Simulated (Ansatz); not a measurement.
Calculated with Ansatz (gas phase, PBE0-D4/def2-TZVP geometries, no zero-point term in ΔE). CCSD(T)/CBS is the MP2 limit (def2-TZVPP, def2-QZVPP) plus CCSD(T) − MP2 in def2-TZVPP, frozen cores. This one scheme is used for every species, atoms too. For atomizations the MP2-based limit and the directly extrapolated one differ by several kJ/mol either way, and by 10 to 25 for some Ge, Se and Sn compounds, so smaller differences from it don't rank the levels. DFT in def2-TZVPP. Open shells (•) are unrestricted, without spin–orbit coupling. Spin–orbit coupling would lower the free atoms: a little for C, O. One conformer a species, not always the lowest.

Consider the atomization: `CCC(N)O` → 3 C• + 9 H• + N• + O•.

`CCC(N)O`:

Z-matrix (Å, degrees):
```
C
C 1 1.518
H 1 1.091 2 110.7
H 1 1.094 2 111.0 3 119.7
H 1 1.092 2 111.2 3 -120.5
C 2 1.519 1 113.5 3 -60.2
H 2 1.095 1 110.3 3 178.7
H 2 1.096 1 110.3 3 60.6
O 6 1.408 2 107.2 1 60.4
N 6 1.446 2 115.3 1 -178.4
H 6 1.102 2 108.9 1 -58.8
H 9 0.962 6 106.0 2 166.6
H 10 1.012 6 111.3 2 77.4
H 10 1.014 6 110.5 2 -42.8
```

(1) What is ΔE at CCSD(T)/CBS? (Best estimate.)

(2) What do these levels give: PBE0-D4, revPBE, BHLYP, SCS-MP2/def2-TZVPP, HF/def2-QZVPP, CCSD/CBS(def2)? (Estimate.)

(3) What do rigid-rotor, harmonic-oscillator terms from PBE0-D4/def2-TZVP frequencies (298.15 K, 1 bar) make of the CCSD(T)/CBS value? (Estimate.)

Largest T1 diagnostic among the species: 0.010.

## Answers

(1) Ansatz gave: +5357.4 kJ/mol.

(2) Ansatz gave: PBE0-D4 5372.9, revPBE 5256.0, BHLYP 5173.3, SCS-MP2/def2-TZVPP 5276.7, HF/def2-QZVPP 3848.5, CCSD/CBS(def2) 5284.6 kJ/mol.

(3) Ansatz gave: ΔZPE = -331.7 kJ/mol, ΔH = +5092.9 kJ/mol, ΔS = 1497 J/(mol·K), ΔG = +4646.4 kJ/mol. Open shells count their whole term as degenerate.

From r2SCAN to r2SCAN0 (25 % exact exchange), in def2-TZVPP and without D4, ΔE moves by −73.4 kJ/mol: exact exchange takes away binding that semilocal exchange gives to molecules. At CCSD(T), def2-SVP lies −265.1 kJ/mol from the extrapolated value and def2-TZVPP −136.3 kJ/mol: correlation converges slowly with the basis, and small sets miss more of it in the bonded molecule than in its fragments. The D4 term adds +36.1 kJ/mol with B3LYP and +19.0 kJ/mol with PBE0; it sums over pairs of atoms, weighted by their polarisabilities, and B3LYP, whose exchange is more repulsive, gets the larger term.

B3LYP here is the variant with VWN-RPA as its local correlation; programs differ in this.
